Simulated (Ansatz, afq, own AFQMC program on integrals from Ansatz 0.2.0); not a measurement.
AFQMC on a folder of integrals that Ansatz 0.2.0 wrote.

```yaml
crystal:
  periodic: [false, false, false]
  atoms:
    - {symbol: B, position_ang: [0.000000, 0.000000, 0.000000]}
    - {symbol: B, position_ang: [0.000000, 0.000000, 1.561787]}
basis:
  gaussian: {orbitals: cc-pVDZ}
magnetization: {spin_polarized: false, initial_magnetization: 2}
correlation: {method: ccsd_t, electrons: outside_noble_gas, hamiltonian_folder: ham}
```

```sh
$ ansatz run in.yaml --threads 1 --pin off --events-out ev --progress --plain --max-ram 16896MiB --backend cuda --devices 0, --max-vram 18GiB
```

Options of the walk:

```
--method free --trial cisd --walkers 4000 --time-step 0.03 --max-blocks 4000 --target-error 0.0003 --factor-cut 1e-05 --seed 4191 --times 0,0.3,0.6,1.2,1.8,2.4,3.6,4.8,6 --taylor-order 8
```

Times are imaginary, in 1/Eh. The walk had a cap of 61 s.

Log:

```
orbitals 26  electrons 4 2  factors 188 of 266
reference energy -49.08122045 Eh
CCSD correlation -0.17387302 Eh in 11 cycles, weight of the determinant in the CISD state 0.8056
repeat  energy at the last time / Eh  error
    10  -49.272089  0.000366
    20  -49.271681  0.000675
    30  -49.271959  0.000472
    40  -49.272035  0.000362
    50  -49.272047  0.000295
time / (1/Eh)  energy / Eh  error  mean overlap
  0.00  -49.255080  0.000021  1.2409
  0.30  -49.261558  0.000042  1.2408
  0.60  -49.265058  0.000043  1.2434
  1.20  -49.268536  0.000060  1.2508
  1.80  -49.269983  0.000065  1.2611
  2.40  -49.270867  0.000078  1.2711
  3.60  -49.271771  0.000110  1.2958
  4.80  -49.272135  0.000121  1.3211
  6.00  -49.272043  0.000289  1.3433
energy -49.272043 +/- 0.000289 Eh
```

The run passed its tests (error under three times the target), which doesn't prove that it has relaxed.

Against this walk (error 7.9 meV) on the same determinant: CCSD(T) 74.2 meV higher, CCSDT(Q) 6.3 meV lower (within the noise), CCSDTQ 11.9 meV lower (within the noise), full CI 15.2 meV lower (within the noise). The error is statistical, and a free projection of finite length keeps a remainder of its start.

Cautions: remainder of the start not in the error; lower spins were not checked; a spin-contaminated unrestricted determinant lies lower (UHF 1.72 eV lower, ⟨S²⟩ 2.91); the search met a lower determinant of the same kind, perhaps of another symmetry (415 meV lower), and this one is a saddle point; strong correlation (T1 0.040, weight of the determinant 0.81, largest double 0.31); (T) is large, 8 % of the CCSD correlation; the CCSD(T) amplitudes may be one of several solutions (largest double 0.31); the CCSDT(Q) amplitudes may be one of several solutions (largest double 0.36); the CCSDTQ amplitudes may be one of several solutions (largest double 0.36).

The walk took 41 s on 1 × NVIDIA H100 80GB HBM3 with 2 threads of AMD EPYC 7R13 Processor (Zen 3) (shared host) (the card was shared). The log's last line is the free-projection energy.

CCSDT and higher add their correlation energy to the determinant of the CCSD(T) run, since their own runs factorise the integrals more tightly (a shift of under 2 meV). A walk keeps the symmetry of its determinant, which the program's search chose and which needn't be the lowest solution, so a lower state of the same spin and another symmetry isn't excluded.
